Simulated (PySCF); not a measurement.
**PySCF run on H7S⁻**

The script input.py:

```python
from pyscf import gto, scf, mp

mol = gto.M(
    atom='S -0.1051 -0.0303 0.0165; H -0.421 -0.2042 1.5799; H 0.0146 0.005 -1.5858; H 3.019 1.1786 -0.2165; H 2.3065 0.958 -0.118; H -1.1187 1.2122 -0.0384; H -1.1721 -0.7789 -0.1789; H 0.7138 -1.4131 0.0349',
    basis='lanl2dz',
    ecp={'S': 'lanl2dz'},
    charge=-1,
    spin=0,
    verbose=4,
)
mf = scf.RHF(mol)
mf.kernel()
mp.MP2(mf).kernel()
mf.dip_moment()
print('orbital energies (hartree):', mf.mo_energy[..., max(0, mol.nelec[1]-3):mol.nelec[0]+3].round(4))
```

```bash
$ OMP_NUM_THREADS=1 python input.py
```

The log (some set-up lines removed):

```
PySCF version 2.14.0

[INPUT] Symbol           X                Y                Z      unit          X                Y                Z       unit  Magmom
[INPUT]  1 S     -0.105100000000  -0.030300000000   0.016500000000 AA   -0.198610215692  -0.057258701574   0.031180481055 Bohr   0.0
[INPUT]  2 H     -0.421000000000  -0.204200000000   1.579900000000 AA   -0.795574698442  -0.385882074636   2.985578304200 Bohr   0.0
[INPUT]  3 H      0.014600000000   0.005000000000  -1.585800000000 AA    0.027590001419   0.009448630623  -2.996727688335 Bohr   0.0
[INPUT]  4 H      3.019000000000   1.178600000000  -0.216500000000 AA    5.705083170062   2.227231210412  -0.409125705968 Bohr   0.0
[INPUT]  5 H      2.306500000000   0.958000000000  -0.118000000000 AA    4.358653306309   1.810357627333  -0.222987682699 Bohr   0.0
[INPUT]  6 H     -1.118700000000   1.212200000000  -0.038400000000 AA   -2.114036615551   2.290726008198  -0.072565483183 Bohr   0.0
[INPUT]  7 H     -1.172100000000  -0.778900000000  -0.178900000000 AA   -2.214947990603  -1.471907678424  -0.338072003685 Bohr   0.0
[INPUT]  8 H      0.713800000000  -1.413100000000   0.034900000000 AA    1.348886507715  -2.670371986623   0.065951441747 Bohr   0.0

nuclear repulsion = 16.9950536706065
number of shells = 18
number of NR pGTOs = 40
number of NR cGTOs = 22
basis = lanl2dz
ecp = {'S': 'lanl2dz'}

******** <class 'pyscf.scf.hf.RHF'> ********
method = RHF
initial guess = minao
damping factor = 0
level_shift factor = 0
DIIS = <class 'pyscf.scf.diis.CDIIS'>
SCF conv_tol = 1e-09
SCF max_cycles = 50
Initial guess from minao.
init E= -11.0839805542548
  HOMO = -0.0050200493357766  LUMO = 0.189009539111284  gap/eV = 5.27981
cycle= 1 E= -13.4292154604989  delta_E= -2.35  |g|= 0.424  |ddm|= 4.35
  HOMO = -0.0501790464764498  LUMO = 0.293871082503776  gap/eV = 9.36208
cycle= 2 E= -13.5060998806883  delta_E= -0.0769  |g|= 0.124  |ddm|= 0.707
  HOMO = -0.00782065641628815  LUMO = 0.345619555297274  gap/eV = 9.61760
cycle= 3 E= -13.5114320924389  delta_E= -0.00533  |g|= 0.0183  |ddm|= 0.256
  HOMO = -0.00982329936882664  LUMO = 0.350354078500037  gap/eV = 9.80093
cycle= 4 E= -13.5120377799721  delta_E= -0.000606  |g|= 0.00864  |ddm|= 0.198
  HOMO = -0.0101392840779102  LUMO = 0.351587121947228  gap/eV = 9.84308
cycle= 5 E= -13.5122557303065  delta_E= -0.000218  |g|= 0.0018  |ddm|= 0.178
  HOMO = -0.0100949422785346  LUMO = 0.351708216455383  gap/eV = 9.84517
cycle= 6 E= -13.5122638871934  delta_E= -8.16e-06  |g|= 0.000132  |ddm|= 0.0364
  HOMO = -0.0101208849905458  LUMO = 0.35172624877128  gap/eV = 9.84636
cycle= 7 E= -13.5122639115156  delta_E= -2.43e-08  |g|= 2.03e-05  |ddm|= 0.00141
  HOMO = -0.0101181710223091  LUMO = 0.351730142987378  gap/eV = 9.84639
cycle= 8 E= -13.5122639121254  delta_E= -6.1e-10  |g|= 2.82e-06  |ddm|= 0.000277
  HOMO = -0.0101175127901157  LUMO = 0.351730661903144  gap/eV = 9.84639
Extra cycle  E= -13.5122639121312  delta_E= -5.77e-12  |g|= 9.11e-07  |ddm|= 9.22e-06
converged SCF energy = -13.5122639121312

******** <class 'pyscf.mp.mp2.RMP2'> ********
nocc = 7, nmo = 22
E(RMP2) = -13.6362609425274  E_corr = -0.123997030396261
E(SCS-RMP2) = -13.6532447624812  E_corr = -0.140980850350011
E_corr(same-spin) = -0.00901798399096386
E_corr(oppo-spin) = -0.114979046405297

WARN: System has nonzero charge -1; the dipole moment is origin-dependent.
Location of origin: [0. 0. 0.]

Dipole moment(X, Y, Z, Debye): -0.28246, -0.23137, -0.07848
orbital energies (hartree): [-0.3735 -0.0629 -0.0101  0.3517  0.4151  0.4154]
```

In short: E(SCF) = -13.512264 Eh, 8 cycles, E(MP2) − E(SCF) = -0.12400 Eh.

Hardware: Arm Neoverse N1, 1 thread, shared host. Wall time 1.3 s.

The basis has no diffuse functions, which an anion needs. The dipole of an ion depends on the origin.
